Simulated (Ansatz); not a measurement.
Born–Oppenheimer molecular dynamics of C4H5FO (11 atoms, charge 0, multiplicity 1). It starts from a relaxed structure.

All numbers below come from RKS B3LYP-D4/STO-3G in Ansatz.

```
ensemble                      : NVE (velocity Verlet)
time step                     : 0.5 fs
steps asked                   : 166
starting velocities drawn for : 200 K
seed                          : 679717
```

Frames 2.5 fs apart, positions in Å.

Velocities at 45.0 fs (Å/ps):

```
O -1.21 1.25 -0.34
C -2.82 1.06 1.78
F 2.12 0.15 -0.35
C 1.76 -3.36 -2.29
C -2.91 0.82 -1.88
C 1.62 -1.52 3.90
H -1.19 -1.93 12.13
H 1.15 -2.37 -4.58
H -3.10 5.07 -5.90
H 6.55 4.11 -5.89
H 3.77 8.25 -1.64
```

```xyz
11
Properties=species:S:1:pos:R:3 time_fs=45.0 energy_less_start_eV=0.165 T=60
O 1.024 -1.867 0.639
C -0.161 -1.045 0.484
F -0.836 -1.433 -0.701
C 0.108 0.516 0.455
C 0.287 1.194 -0.913
C -0.910 1.317 -0.378
H 1.601 -1.535 -0.147
H -0.811 -1.244 1.400
H 0.574 0.885 1.385
H 1.004 1.309 -1.712
H -1.925 1.552 -0.486
11
Properties=species:S:1:pos:R:3 time_fs=47.5 energy_less_start_eV=0.102 T=113
O 1.022 -1.865 0.639
C -0.169 -1.042 0.489
F -0.831 -1.433 -0.702
C 0.111 0.508 0.447
C 0.280 1.195 -0.915
C -0.901 1.312 -0.368
H 1.604 -1.538 -0.123
H -0.802 -1.256 1.381
H 0.565 0.906 1.369
H 1.017 1.325 -1.734
H -1.960 1.591 -0.491
11
Properties=species:S:1:pos:R:3 time_fs=50.0 energy_less_start_eV=0.135 T=85
O 1.019 -1.863 0.641
C -0.176 -1.041 0.491
F -0.826 -1.431 -0.702
C 0.111 0.500 0.435
C 0.278 1.195 -0.917
C -0.893 1.308 -0.359
H 1.625 -1.528 -0.125
H -0.803 -1.282 1.374
H 0.554 0.934 1.352
H 0.996 1.347 -1.739
H -1.980 1.638 -0.485
11
Properties=species:S:1:pos:R:3 time_fs=52.5 energy_less_start_eV=0.098 T=117
O 1.018 -1.862 0.645
C -0.180 -1.041 0.491
F -0.823 -1.429 -0.702
C 0.109 0.493 0.424
C 0.280 1.193 -0.919
C -0.896 1.307 -0.353
H 1.633 -1.517 -0.122
H -0.819 -1.312 1.390
H 0.545 0.953 1.332
H 0.953 1.373 -1.734
H -1.912 1.665 -0.455
11
Properties=species:S:1:pos:R:3 time_fs=55.0 energy_less_start_eV=0.130 T=90
O 1.020 -1.861 0.649
C -0.182 -1.046 0.491
F -0.820 -1.427 -0.702
C 0.105 0.490 0.415
C 0.281 1.189 -0.919
C -0.898 1.309 -0.351
H 1.619 -1.510 -0.099
H -0.826 -1.328 1.392
H 0.543 0.952 1.314
H 0.932 1.408 -1.762
H -1.868 1.704 -0.413
11
Properties=species:S:1:pos:R:3 time_fs=57.5 energy_less_start_eV=0.105 T=111
O 1.022 -1.861 0.654
C -0.182 -1.055 0.492
F -0.818 -1.424 -0.703
C 0.100 0.488 0.410
C 0.279 1.185 -0.918
C -0.892 1.311 -0.353
H 1.613 -1.496 -0.090
H -0.818 -1.321 1.372
H 0.553 0.933 1.310
H 0.921 1.440 -1.792
H -1.910 1.773 -0.366
11
Properties=species:S:1:pos:R:3 time_fs=60.0 energy_less_start_eV=0.111 T=106
O 1.025 -1.862 0.662
C -0.180 -1.066 0.492
F -0.818 -1.422 -0.705
C 0.095 0.485 0.409
C 0.278 1.183 -0.923
C -0.893 1.319 -0.358
H 1.622 -1.476 -0.098
H -0.819 -1.307 1.364
H 0.575 0.901 1.317
H 0.896 1.454 -1.783
H -1.911 1.817 -0.316
11
Properties=species:S:1:pos:R:3 time_fs=62.5 energy_less_start_eV=0.100 T=115
O 1.030 -1.862 0.668
C -0.176 -1.075 0.489
F -0.819 -1.421 -0.708
C 0.091 0.482 0.413
C 0.277 1.181 -0.931
C -0.901 1.333 -0.362
H 1.620 -1.471 -0.086
H -0.837 -1.296 1.383
H 0.599 0.863 1.323
H 0.885 1.458 -1.766
H -1.844 1.822 -0.275
11
Properties=species:S:1:pos:R:3 time_fs=65.0 energy_less_start_eV=0.118 T=99
O 1.037 -1.863 0.675
C -0.173 -1.083 0.487
F -0.821 -1.421 -0.712
C 0.088 0.479 0.417
C 0.269 1.180 -0.936
C -0.903 1.347 -0.365
H 1.619 -1.480 -0.062
H -0.845 -1.289 1.391
H 0.618 0.832 1.320
H 0.915 1.461 -1.781
H -1.831 1.849 -0.244
11
Properties=species:S:1:pos:R:3 time_fs=67.5 energy_less_start_eV=0.130 T=90
O 1.043 -1.864 0.682
C -0.174 -1.087 0.486
F -0.824 -1.423 -0.717
C 0.085 0.475 0.420
C 0.260 1.178 -0.941
C -0.897 1.358 -0.365
H 1.643 -1.484 -0.061
H -0.829 -1.291 1.371
H 0.632 0.821 1.314
H 0.945 1.451 -1.783
H -1.879 1.902 -0.227
11
Properties=species:S:1:pos:R:3 time_fs=70.0 energy_less_start_eV=0.097 T=117
O 1.049 -1.866 0.690
C -0.175 -1.087 0.483
F -0.828 -1.426 -0.722
C 0.082 0.472 0.419
C 0.255 1.176 -0.947
C -0.896 1.373 -0.357
H 1.671 -1.492 -0.061
H -0.815 -1.310 1.357
H 0.640 0.833 1.307
H 0.945 1.421 -1.748
H -1.869 1.919 -0.240
11
Properties=species:S:1:pos:R:3 time_fs=72.5 energy_less_start_eV=0.091 T=123
O 1.056 -1.866 0.696
C -0.175 -1.084 0.477
F -0.831 -1.430 -0.726
C 0.080 0.471 0.415
C 0.249 1.173 -0.951
C -0.898 1.389 -0.344
H 1.678 -1.512 -0.039
H -0.819 -1.346 1.367
H 0.639 0.857 1.292
H 0.953 1.388 -1.728
H -1.816 1.908 -0.275
```

Of the whole run (83 fs, mean temperature of the second half 102 K): The conserved energy stayed within 0.21 meV per atom of its start (net change 0.14 meV per atom), so the integration is sound. The temperature averaged 0.51 of the 200 K drawn at the start: a run that starts near a minimum puts about half its kinetic energy into the potential. A run of 0.083 ps of so small a system gives no equilibrium averages. Limits of this set-up: minimal basis.

Time of the run: 9.3 min on 1 thread of Intel(R) Xeon(R) Processor @ 2.50GHz (Skylake/Cascade Lake), with other jobs on the host, peak memory 0.1 GiB.
